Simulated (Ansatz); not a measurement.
Ansatz (a first-principles code) input (B3LYP/6-31G*):

Ansatz 0.2 input:
```yaml
crystal:
  periodic: [false, false, false]
  atoms:
    - {symbol: C, position_ang: [0.00079849, -0.01098804, 0.42025701]}
    - {symbol: C, position_ang: [-0.00025127, -0.78476667, -0.85356267]}
    - {symbol: C, position_ang: [-0.00290681, 0.75922804, -0.87172387]}
    - {symbol: C, position_ang: [0.00345396, -0.11031120, 1.76042274]}
    - {symbol: H, position_ang: [-0.90761791, -1.29225778, -1.20927176]}
    - {symbol: H, position_ang: [0.90750731, -1.28917554, -1.21263991]}
    - {symbol: H, position_ang: [0.90333906, 1.26049954, -1.23867151]}
    - {symbol: H, position_ang: [-0.91220541, 1.25741659, -1.23530259]}
    - {symbol: H, position_ang: [0.00241072, 0.94454446, 2.16352644]}
basis:
  gaussian:
    orbitals: 6-31G*
hamiltonian:
  xc: {name: B3LYP}
total_charge: -1
phonons: {temperatures: {t_min: 298.15, t_max: 298.15, t_step: 100}}
```

Output:

```
WARN ansatz: RAYON_NUM_THREADS=1 ignored (pool sized by the plan → 1); use --threads N
Functional definition: B3LYP
integrals: 0.02 GiB planned
828 factors; integrals over basis functions are off by at most 5.2e-4 eV
mean field: 0.21 GiB planned
mean field evaluation 1: about -4221.4183 eV, gradient 3.7e1 eV
mean field evaluation 2: about -4216.5100 eV, gradient 5.4e1 eV
mean field evaluation 4: about -4225.2978 eV, gradient 3.9e0 eV
mean field evaluation 8: about -4225.3306 eV, gradient 5.6e-2 eV
mean field evaluation 16: about -4225.3306 eV, gradient 1.5e-5 eV
mean field -4225.33057092 eV, -155.2780344493 hartree, gradient 1.5e-5 eV, S^2 0.000000; 0 other end points of the search recorded, 0 dependent functions left out
the calculation of the forces begins
reference -4225.33079046 eV, -155.2780425175 hartree; 15, 15 occupied and 55, 55 virtual orbitals, 828 factors
these checks for a lower state are left out or cut short: stability, starts, cluster_reference, orbital_swaps, neighbouring_geometries, increment
integrals: 0.02 GiB planned
828 factors; integrals over basis functions are off by at most 5.2e-4 eV
mean field: 0.21 GiB planned
mean field -4225.33031415 eV, -155.2780250131 hartree, gradient 2.2e-6 eV, S^2 0.000000; 0 other end points of the search recorded, 0 dependent functions left out
the calculation of the forces begins
reference -4225.33053361 eV, -155.2780330782 hartree; 15, 15 occupied and 55, 55 virtual orbitals, 828 factors
these checks for a lower state are left out or cut short: stability, starts, cluster_reference, orbital_swaps, neighbouring_geometries, increment
integrals: 0.02 GiB planned
828 factors; integrals over basis functions are off by at most 5.2e-4 eV
mean field: 0.21 GiB planned
mean field -4225.33031461 eV, -155.2780250302 hartree, gradient 1.8e-6 eV, S^2 0.000000; 0 other end points of the search recorded, 0 dependent functions left out
the calculation of the forces begins
reference -4225.33053424 eV, -155.2780331013 hartree; 15, 15 occupied and 55, 55 virtual orbitals, 828 factors
these checks for a lower state are left out or cut short: stability, starts, cluster_reference, orbital_swaps, neighbouring_geometries, increment
integrals: 0.02 GiB planned
828 factors; integrals over basis functions are off by at most 5.2e-4 eV
mean field: 0.21 GiB planned
mean field evaluation 32: about -4225.3304 eV, gradient 1.3e-1 eV
mean field -4225.33052101 eV, -155.2780326152 hartree, gradient 1.2e-6 eV, S^2 0.000000; 0 other end points of the search recorded, 0 dependent functions left out
the calculation of the forces begins
reference -4225.33074054 eV, -155.2780406828 hartree; 15, 15 occupied and 55, 55 virtual orbitals, 828 factors
these checks for a lower state are left out or cut short: stability, starts, cluster_reference, orbital_swaps, neighbouring_geometries, increment
integrals: 0.02 GiB planned
828 factors; integrals over basis functions are off by at most 5.2e-4 eV
mean field: 0.21 GiB planned
mean field -4225.33051950 eV, -155.2780325598 hartree, gradient 1.1e-6 eV, S^2 0.000000; 0 other end points of the search recorded, 0 dependent functions left out
the calculation of the forces begins
reference -4225.33073906 eV, -155.2780406284 hartree; 15, 15 occupied and 55, 55 virtual orbitals, 828 factors
these checks for a lower state are left out or cut short: stability, starts, cluster_reference, orbital_swaps, neighbouring_geometries, increment
integrals: 0.02 GiB planned
828 factors; integrals over basis functions are off by at most 5.2e-4 eV
mean field: 0.21 GiB planned
mean field -4225.33047746 eV, -155.2780310147 hartree, gradient 2.5e-6 eV, S^2 0.000000; 0 other end points of the search recorded, 0 dependent functions left out
the calculation of the forces begins
reference -4225.33069709 eV, -155.2780390861 hartree; 15, 15 occupied and 55, 55 virtual orbitals, 828 factors
these checks for a lower state are left out or cut short: stability, starts, cluster_reference, orbital_swaps, neighbouring_geometries, increment
integrals: 0.02 GiB planned
828 factors; integrals over basis functions are off by at most 5.2e-4 eV
mean field: 0.21 GiB planned
mean field -4225.33047198 eV, -155.2780308133 hartree, gradient 2.9e-6 eV, S^2 0.000000; 0 other end points of the search recorded, 0 dependent functions left out
the calculation of the forces begins
reference -4225.33069144 eV, -155.2780388782 hartree; 15, 15 occupied and 55, 55 virtual orbitals, 828 factors
these checks for a lower state are left out or cut short: stability, starts, cluster_reference, orbital_swaps, neighbouring_geometries, increment
integrals: 0.02 GiB planned
828 factors; integrals over basis functions are off by at most 5.2e-4 eV
mean field: 0.21 GiB planned
[...]
the calculation of the forces begins
reference -4225.33075981 eV, -155.2780413908 hartree; 15, 15 occupied and 55, 55 virtual orbitals, 828 factors
these checks for a lower state are left out or cut short: stability, starts, cluster_reference, orbital_swaps, neighbouring_geometries, increment
integrals: 0.02 GiB planned
828 factors; integrals over basis functions are off by at most 5.2e-4 eV
mean field: 0.21 GiB planned
mean field -4225.33055171 eV, -155.2780337433 hartree, gradient 1.1e-6 eV, S^2 0.000000; 0 other end points of the search recorded, 0 dependent functions left out
the calculation of the forces begins
reference -4225.33077121 eV, -155.2780418099 hartree; 15, 15 occupied and 55, 55 virtual orbitals, 828 factors
these checks for a lower state are left out or cut short: stability, starts, cluster_reference, orbital_swaps, neighbouring_geometries, increment
integrals: 0.02 GiB planned
828 factors; integrals over basis functions are off by at most 5.2e-4 eV
mean field: 0.21 GiB planned
mean field -4225.33055254 eV, -155.2780337739 hartree, gradient 1.2e-6 eV, S^2 0.000000; 0 other end points of the search recorded, 0 dependent functions left out
the calculation of the forces begins
reference -4225.33077213 eV, -155.2780418436 hartree; 15, 15 occupied and 55, 55 virtual orbitals, 828 factors
these checks for a lower state are left out or cut short: stability, starts, cluster_reference, orbital_swaps, neighbouring_geometries, increment
integrals: 0.02 GiB planned
828 factors; integrals over basis functions are off by at most 5.2e-4 eV
mean field: 0.21 GiB planned
mean field evaluation 160: about -4225.3305 eV, gradient 2.6e-5 eV
mean field -4225.33049778 eV, -155.2780317615 hartree, gradient 1.7e-6 eV, S^2 0.000000; 0 other end points of the search recorded, 0 dependent functions left out
the calculation of the forces begins
reference -4225.33071737 eV, -155.2780398314 hartree; 15, 15 occupied and 55, 55 virtual orbitals, 828 factors
these checks for a lower state are left out or cut short: stability, starts, cluster_reference, orbital_swaps, neighbouring_geometries, increment
integrals: 0.02 GiB planned
828 factors; integrals over basis functions are off by at most 5.2e-4 eV
mean field: 0.21 GiB planned
mean field -4225.33049720 eV, -155.2780317403 hartree, gradient 1.4e-6 eV, S^2 0.000000; 0 other end points of the search recorded, 0 dependent functions left out
the calculation of the forces begins
reference -4225.33071670 eV, -155.2780398067 hartree; 15, 15 occupied and 55, 55 virtual orbitals, 828 factors
these checks for a lower state are left out or cut short: stability, starts, cluster_reference, orbital_swaps, neighbouring_geometries, increment
integrals: 0.02 GiB planned
828 factors; integrals over basis functions are off by at most 5.2e-4 eV
mean field: 0.21 GiB planned
mean field -4225.33054067 eV, -155.2780333376 hartree, gradient 8.7e-7 eV, S^2 0.000000; 0 other end points of the search recorded, 0 dependent functions left out
the calculation of the forces begins
reference -4225.33076025 eV, -155.2780414070 hartree; 15, 15 occupied and 55, 55 virtual orbitals, 828 factors
these checks for a lower state are left out or cut short: stability, starts, cluster_reference, orbital_swaps, neighbouring_geometries, increment
integrals: 0.02 GiB planned
828 factors; integrals over basis functions are off by at most 5.2e-4 eV
mean field: 0.21 GiB planned
mean field -4225.33054030 eV, -155.2780333243 hartree, gradient 6.8e-7 eV, S^2 0.000000; 0 other end points of the search recorded, 0 dependent functions left out
the calculation of the forces begins
reference -4225.33075982 eV, -155.2780413912 hartree; 15, 15 occupied and 55, 55 virtual orbitals, 828 factors
these checks for a lower state are left out or cut short: stability, starts, cluster_reference, orbital_swaps, neighbouring_geometries, increment
integrals: 0.02 GiB planned
828 factors; integrals over basis functions are off by at most 5.2e-4 eV
mean field: 0.21 GiB planned
mean field -4225.33055205 eV, -155.2780337559 hartree, gradient 1.4e-6 eV, S^2 0.000000; 0 other end points of the search recorded, 0 dependent functions left out
the calculation of the forces begins
reference -4225.33077156 eV, -155.2780418227 hartree; 15, 15 occupied and 55, 55 virtual orbitals, 828 factors
these checks for a lower state are left out or cut short: stability, starts, cluster_reference, orbital_swaps, neighbouring_geometries, increment
integrals: 0.02 GiB planned
828 factors; integrals over basis functions are off by at most 5.2e-4 eV
mean field: 0.21 GiB planned
mean field evaluation 192: about -4225.3306 eV, gradient 1.0e-6 eV
mean field -4225.33055178 eV, -155.2780337460 hartree, gradient 1.0e-6 eV, S^2 0.000000; 0 other end points of the search recorded, 0 dependent functions left out
the calculation of the forces begins
reference -4225.33077136 eV, -155.2780418154 hartree; 15, 15 occupied and 55, 55 virtual orbitals, 828 factors
these checks for a lower state are left out or cut short: stability, starts, cluster_reference, orbital_swaps, neighbouring_geometries, increment
integrals: 0.02 GiB planned
828 factors; integrals over basis functions are off by at most 5.2e-4 eV
mean field: 0.21 GiB planned
mean field -4225.33054850 eV, -155.2780336254 hartree, gradient 1.1e-6 eV, S^2 0.000000; 0 other end points of the search recorded, 0 dependent functions left out
the calculation of the forces begins
reference -4225.33076807 eV, -155.2780416945 hartree; 15, 15 occupied and 55, 55 virtual orbitals, 828 factors
these checks for a lower state are left out or cut short: stability, starts, cluster_reference, orbital_swaps, neighbouring_geometries, increment
integrals: 0.02 GiB planned
828 factors; integrals over basis functions are off by at most 5.2e-4 eV
mean field: 0.21 GiB planned
mean field -4225.33054742 eV, -155.2780335859 hartree, gradient 1.2e-6 eV, S^2 0.000000; 0 other end points of the search recorded, 0 dependent functions left out
the calculation of the forces begins
reference -4225.33076694 eV, -155.2780416531 hartree; 15, 15 occupied and 55, 55 virtual orbitals, 828 factors
these checks for a lower state are left out or cut short: stability, starts, cluster_reference, orbital_swaps, neighbouring_geometries, increment
integrals: 0.02 GiB planned
828 factors; integrals over basis functions are off by at most 5.1e-4 eV
mean field: 0.21 GiB planned
mean field -4225.33053400 eV, -155.2780330924 hartree, gradient 2.0e-6 eV, S^2 0.000000; 0 other end points of the search recorded, 0 dependent functions left out
the calculation of the forces begins
reference -4225.33075350 eV, -155.2780411590 hartree; 15, 15 occupied and 55, 55 virtual orbitals, 828 factors
these checks for a lower state are left out or cut short: stability, starts, cluster_reference, orbital_swaps, neighbouring_geometries, increment
integrals: 0.02 GiB planned
828 factors; integrals over basis functions are off by at most 5.2e-4 eV
mean field: 0.21 GiB planned
mean field -4225.33053285 eV, -155.2780330505 hartree, gradient 2.9e-6 eV, S^2 0.000000; 0 other end points of the search recorded, 0 dependent functions left out
the calculation of the forces begins
reference -4225.33075244 eV, -155.2780411201 hartree; 15, 15 occupied and 55, 55 virtual orbitals, 828 factors
Total energy: -4225.33079046 eV, -155.2780425175 hartree
Atom 0 at     0.000798    -0.010988     0.420257 Å, force     0.000001    -0.000418     0.000036 eV/Å
Atom 1 at    -0.000251    -0.784767    -0.853563 Å, force     0.000001     0.000602     0.001239 eV/Å
Atom 2 at    -0.002907     0.759228    -0.871724 Å, force    -0.000001    -0.000071    -0.000842 eV/Å
Atom 3 at     0.003454    -0.110311     1.760423 Å, force    -0.000001     0.000311    -0.000379 eV/Å
Atom 4 at    -0.907618    -1.292258    -1.209272 Å, force    -0.000081    -0.000106    -0.000179 eV/Å
Atom 5 at     0.907507    -1.289176    -1.212640 Å, force     0.000081    -0.000106    -0.000180 eV/Å
Atom 6 at     0.903339     1.260500    -1.238672 Å, force     0.000017     0.000075     0.000042 eV/Å
Atom 7 at    -0.912205     1.257417    -1.235303 Å, force    -0.000017     0.000075     0.000042 eV/Å
Atom 8 at     0.002411     0.944544     2.163526 Å, force     0.000001    -0.000362     0.000222 eV/Å
Dipole moment:    -0.002362     0.215778    -1.075362 e Å
Vibrations: 284.80 425.11 659.53 736.48 785.04 787.17 992.61 997.33 1032.70 1057.11 1059.75 1144.60 1164.60 1485.63 1497.37 1643.18 2709.59 2989.93 2994.28 3028.43 3050.94 cm⁻¹, zero-point energy 1.892383 eV
```

The blocks after the first are displaced geometries, from whose forces the wavenumbers follow.

The dipole moment of an ion depends on the origin.
